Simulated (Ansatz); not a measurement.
Results of B3LYP (VWN-RPA form) in Ansatz (plane waves, PAW) for solid iodine.

Run with plane-wave cutoff 460 eV, 6×6×4 k mesh (along the axes of the cell as run), Fermi–Dirac smearing 0.01 eV, scalar-relativistic PAW data made under PBE.

Cell (measured lattice):

```yaml
crystal:
  lattice:
    - [3.62895, 2.39140, 0.00000]
    - [-3.62895, 2.39140, 0.00000]
    - [0.00000, 0.00000, 9.82380]
  atoms:
    - { symbol: I, position: [0.84515, 0.84515, 0.88250] }
    - { symbol: I, position: [0.65485, 0.65485, 0.38250] }
    - { symbol: I, position: [0.34515, 0.34515, 0.61750] }
    - { symbol: I, position: [0.15485, 0.15485, 0.11750] }
```

Problem. Give the computed band gap and smallest direct gap on the k points sampled.

Solution. 
* **band gap**: 2.27 eV
* **smallest direct gap on the k points sampled**: 2.56 eV

Note: cell and atoms aren't relaxed at this level (largest force component 0.03 eV/Å, pressure 1.8 GPa).

Spin–orbit coupling is not included; with these elements it can move the gap by several tenths of an eV or more.

Static lattice: no zero-point or thermal effects.

Ansatz is a program for electronic structure.
